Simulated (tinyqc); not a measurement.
Worked calculation: UKS/BP86 in the sto-6g basis, for NH, spin multiplicity 3. Computed by tinyqc, a small Python program that keeps every step (integrals from PySCF). Settings: charge = 0, multiplicity = 3, basis = sto-6g, energy threshold = 1e-10, iteration cap = 76, orthogonalisation = symmetric, start = atomic densities, DIIS depth = 0, method = UKS, functional = b88,p86, grid = [40, 14]. Command: `OMP_NUM_THREADS=1 python tinyqc.py 31409 31410 out.jsonl` (the two numbers bound the seeds that draw the settings). One thread of a shared host (Intel(R) Xeon(R) Processor @ 2.60GHz), about 2 s of CPU time with the checks.

Geometry (angstrom):
```
atom         x         y         z
N     0.000000  0.000000  0.000000
H     0.000000  0.000000  1.300000
```

Stop when the energy changes by less than 1e-10 hartree and every element of the error matrix X^T (F D S - S D F) X (for each spin) is below 3e-06.

Course of the cycle:
```
iteration   E (hartree)     change  largest element of the error matrix
1          -55.10170972          -                             3.44e-01
2          -55.00302816   9.87e-02                             4.31e-02
3          -55.00079809   2.23e-03                             5.99e-02
4          -54.99473404   6.06e-03                             7.90e-02
5          -54.98139017   1.33e-02                             1.13e-01
6          -54.96279414   1.86e-02                             1.41e-01
7          -54.92443225   3.84e-02                             1.95e-01
8          -54.89262625   3.18e-02                             2.12e-01
9          -54.83139303   6.12e-02                             2.66e-01
10         -54.81744740   1.39e-02                             2.53e-01
11         -54.76696849   5.05e-02                             2.95e-01
12         -54.78100061  -1.40e-02                             2.65e-01
13         -54.74511107   3.59e-02                             3.02e-01
14         -54.77053576  -2.54e-02                             2.68e-01
...                 ...        ...                                  ...
63         -54.73825844   2.92e-02                             3.04e-01
64         -54.76741825  -2.92e-02                             2.69e-01
65         -54.73825844   2.92e-02                             3.04e-01
66         -54.76741825  -2.92e-02                             2.69e-01
67         -54.73825844   2.92e-02                             3.04e-01
68         -54.76741825  -2.92e-02                             2.69e-01
69         -54.73825844   2.92e-02                             3.04e-01
70         -54.76741825  -2.92e-02                             2.69e-01
71         -54.73825844   2.92e-02                             3.04e-01
72         -54.76741825  -2.92e-02                             2.69e-01
73         -54.73825844   2.92e-02                             3.04e-01
74         -54.76741825  -2.92e-02                             2.69e-01
75         -54.73825844   2.92e-02                             3.04e-01
76         -54.76741825  -2.92e-02                             2.69e-01
```

Can the last value be used, and what does the course show?

Not by the stop rule. Not converged within the cap of 76 iterations: the residual has stopped falling: the iteration swings between two states. Reruns (cap 100 unless said): DIIS 8: converged in 9; damping 0.5: converged in 28; level shift 0.5: converged in 28; atomic densities as start, DIIS 8: converged in 9; the original settings with a cap of 400: not converged. PySCF UKS in the same basis, fine grid, after a stability check = -55.01567543 hartree, which differs from a converged run on this coarse grid by the grid error.
